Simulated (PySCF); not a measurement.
# H4NS(-): hydrosulfide and ammonia

Made of hydrosulfide and ammonia. The whole: charge -1, singlet.

```csv
part,name,SMILES,atoms,charge,multiplicity
1,hydrosulfide,[SH-],1–2,-1,1
2,ammonia,N,3–6,0,1
```

```xyz
6

S     0.3498    0.1816    0.1597
H    -0.2831   -0.3353   -0.9088
N    -2.2886    0.8566    2.3123
H    -2.0606    0.2017    3.0539
H    -1.6241    0.6262    1.5553
H    -1.9775    1.7620    2.6507
```
Atoms count from 1 in this order.

In these coordinates S1···H5 is 2.458 Å. Part 2 is then moved rigidly along that line, all else held; at short range other atoms may come into contact.

The starting structure comes from a short search with a few starts; no frequency run checks that it is a minimum, and another way of binding may lie lower.

Level of theory: CCSD(T)/aug-cc-pVDZ and MP2/aug-cc-pVTZ, aug-cc-pVQZ counterpoise interaction energy, frozen core, gas phase, in PySCF. The geometry comes from PBE0-D3(BJ)/def2-TZVPD.

Counterpoise energies in kcal/mol, cluster less the parts frozen as they stand in it; small is aug-cc-pVDZ, large aug-cc-pVQZ. Estimated limit: HF in aug-cc-pVQZ, MP2 correlation extrapolated as X⁻³ from aug-cc-pVTZ and aug-cc-pVQZ, and CCSD(T) less MP2 in aug-cc-pVDZ; it isn't the exact limit.

```csv
S1···H5 (Å),HF large,MP2 large,SCS-MP2 large,CCSD(T) small,CCSD(T) limit est.
2.212,-3.17,-7.68,-6.56,-5.86,-7.44
2.335,?,?,?,?,?
2.458,?,?,?,?,?
2.581,-6.05,-8.53,-7.88,-7.65,-8.47
2.704,-6.22,-8.26,-7.71,-7.58,-8.23
3.073,-5.85,-6.97,-6.65,-6.66,-6.98
3.687,-4.49,-4.90,-4.76,-4.79,-4.90
4.916,-2.56,-2.59,-2.55,-2.54,-2.56
```

Question: Fill in the withheld rows.

Answer: 
```tsv
S1···H5 (Å)	HF large	MP2 large	SCS-MP2 large	CCSD(T) small	CCSD(T) limit est.
2.335	-4.70	-8.39	-7.46	-6.95	-8.24
2.458	-5.59	-8.62	-7.84	-7.48	-8.52
```

The 8 runs took 7.5 min in all, one thread each of Arm Neoverse N1 on a shared host, launched as `OMP_NUM_THREADS=1 python cluster_run.py task.json out`.
